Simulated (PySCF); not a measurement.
**Calculated NMR parameters of 2,2-dimethylbutane**

```
Formula                               : C6H14
SMILES                                : CCC(C)(C)C
InChI                                 : InChI=1S/C6H14/c1-5-6(2,3)4/h5H2,1-4H3
Point group of the computed structure : Cs
Degrees of unsaturation               : 0
Carbon signals                        : 4
Proton signals                        : 3
```

Mapped SMILES: `[CH3:1][CH2:2][C:3]([CH3:4])([CH3:5])[CH3:6]`; H(Xn) means a hydrogen on atom n.

Method: couplings computed with B3LYP/pcJ-1 (without the spin–dipole term), coordinates at the PBE0-D3(BJ)/def2-SVP level, σ from GIAO-B3LYP/pcSseg-1, in PySCF 2.14 (no relativistic terms, one conformer, one averaged value for each set of equivalent atoms, isolated molecule).

Shifts are taken against calculated references (same method and geometry level): 1H (31.38 ppm) and 13C (179.24 ppm) against TMS.

| carbon | δC, type | δH (multiplicity, J in Hz) | HMBC from (abs. J ≥ 3 Hz) | span of the C tensor (ppm) |
| --- | --- | --- | --- | --- |
| C1 | 11.0, CH3 | 0.95 (t, 8.5) | H(C2) | 19 |
| C2 | 40.7, CH2 | 1.12 (q, 8.5) | H(C1), H(C4)/H(C5)/H(C6) | 37 |
| C3 | 32.1, C | – | H(C2), H(C1), H(C4)/H(C5)/H(C6) | 9 |
| C4/C5/C6 | 31.0, CH3 | 0.90 (s) | H(C2), H(C4)/H(C5)/H(C6) | 52 |

Selected couplings (Hz, signed; the shortest-range and largest first, 30 at most; isotopes 13C, 1H): 1J(C4,H(C4)) 131.5, 1J(C1,H(C1)) 131.2, 1J(C2,H(C2)) 129.6, 1J(C1,C2) 37.5, 1J(C3,C4) 36.4, 1J(C2,C3) 35.3, 2J(C2,C4) 1.1, 3J(H(C1),H(C2)) 8.5, 3J(C1,C4) 2.4.

Carbon types of the structure: 1 × C, 1 × CH2, 4 × CH3, which accounts for all hydrogens. δC 40.7: sp3 CH2; aliphatic region, no heteroatom directly attached. δC 32.1: quaternary sp3 carbon; saturated and bonded to C and H only. δC 31.0, 11.0: methyl carbon; a saturated carbon with 1 carbon neighbour and no heteroatom attached. δH 1.12: hydrogen on an sp3 CH2; far from electronegative atoms and π systems. δH 0.95, 0.90: hydrogen on a methyl carbon; far from electronegative atoms and π systems. The protons at 0.95 and 1.12 share a coupling of 8.5 Hz (vicinal).

Splittings below 1 Hz are ignored in the labels, and close J values are merged. Unscaled 3J(H,H) at this level run about 10 % above measured values. Shifts are as computed. Against solution values, carbons near 30 ppm lie about +2 ppm off and those near 130 ppm about +6 ppm. Of 1211 compounds with measured shifts, 218 miss one by over three times the rms of a fit or turn the order of signals round; such compounds aren't used in these exercises.
